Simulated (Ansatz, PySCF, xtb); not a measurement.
Dissociation curve of OH, doublet.

GFN1-xTB (xtb); UKS-B3LYP/6-31G* = unrestricted B3LYP/6-31G*, spherical d run with PySCF; UKS-B3LYP/LANL2DZ = PySCF with unrestricted B3LYP/LANL2DZ; FCI = full CI/aug-cc-pVDZ, frozen core (Ansatz, a first-principles code).

Energies relative to the lowest point of each curve between 0.81 and 1.21 Å, where full CI is lowest, in kJ/mol; the last columns give the difference from FCI:

| R / Å | GFN1-xTB | UKS-B3LYP/6-31G* | UKS-B3LYP/LANL2DZ | FCI | GFN1-xTB − FCI | UKS-B3LYP/6-31G* − FCI | UKS-B3LYP/LANL2DZ − FCI |
|---|---|---|---|---|---|---|---|
| 0.70 | 342.0 | 376.8 | 412.1 | 374.1 | -32.0 | 2.7 | 38.0 |
| 0.76 | 170.8 | 196.2 | 222.0 | 194.0 | -23.3 | 2.2 | 28.0 |
| 0.81 | 85.4 | 102.8 | 121.5 | 100.9 | -15.6 | 1.8 | 20.6 |
| 0.84 | 51.7 | 64.8 | 79.8 | 63.2 | -11.5 | 1.6 | 16.5 |
| 0.88 | 22.2 | 30.3 | 40.7 | 29.1 | -6.9 | 1.2 | 11.6 |
| 0.92 | 6.1 | 10.3 | 16.5 | 9.5 | -3.4 | 0.8 | 7.0 |
| 0.95 | 0.8 | 2.6 | 6.1 | 2.2 | -1.4 | 0.4 | 3.8 |
| 0.98 | 0.0 | 0.0 | 0.9 | 0.0 | 0.0 | 0.0 | 0.9 |
| 1.01 | 2.9 | 1.5 | 0.0 | 1.9 | 1.0 | -0.4 | -1.9 |
| 1.04 | 8.9 | 6.2 | 2.6 | 7.1 | 1.8 | -0.8 | -4.5 |
| 1.10 | 27.8 | 23.3 | 15.8 | 24.9 | 2.9 | -1.6 | -9.0 |
| 1.15 | 48.9 | 42.8 | 32.6 | 44.9 | 4.1 | -2.0 | -12.2 |
| 1.21 | 78.8 | 70.4 | 57.2 | 72.6 | 6.2 | -2.3 | -15.4 |
| 1.31 | 135.0 | 121.2 | 104.2 | 122.9 | 12.1 | -1.7 | -18.7 |
| 1.42 | 199.7 | 178.7 | 158.5 | 178.2 | 21.6 | 0.6 | -19.7 |
| 1.56 | 280.1 | 247.1 | 223.8 | 241.9 | 38.2 | 5.1 | -18.2 |
| 1.71 | 359.3 | 305.3 | 279.8 | 297.9 | 61.3 | 7.4 | -18.1 |
| 1.89 | 441.2 | 351.6 | 325.2 | 346.7 | 94.5 | 5.0 | -21.5 |
| 2.15 | 533.2 | 388.3 | 362.0 | 387.1 | 146.1 | 1.3 | -25.1 |
| 2.40 | 596.5 | 406.0 | 380.3 | 404.6 | 191.9 | 1.4 | -24.3 |
| 2.79 | 659.8 | 418.3 | 393.4 | 414.4 | 245.4 | 3.9 | -21.0 |
| 3.31 | — | 423.5 | 399.2 | 417.5 | — | 5.9 | -18.3 |

GFN1-xTB is furthest from FCI at 2.79 (245.4 kJ/mol, above); its mean absolute difference over the points is 43.9 kJ/mol.

UKS-B3LYP/6-31G* is furthest from FCI at 1.71 (7.4 kJ/mol, above); its mean absolute difference over the points is 2.3 kJ/mol.

UKS-B3LYP/LANL2DZ is furthest from FCI at 0.70 (38.0 kJ/mol, above); its mean absolute difference over the points is 16.1 kJ/mol.

Dashes: no converged value, or the column stops at the first point that the program doubted or that broke a chosen test of continuity, which isn't proof of a fault.

The unrestricted determinant behind UKS-B3LYP/6-31G* is spin-contaminated at 1.71 to 3.31 Å (<S²> up to 1.7, against 0.75 for a pure doublet). The unrestricted determinant behind UKS-B3LYP/LANL2DZ is spin-contaminated at 1.56 to 3.31 Å (<S²> up to 1.7, against 0.75 for a pure doublet).
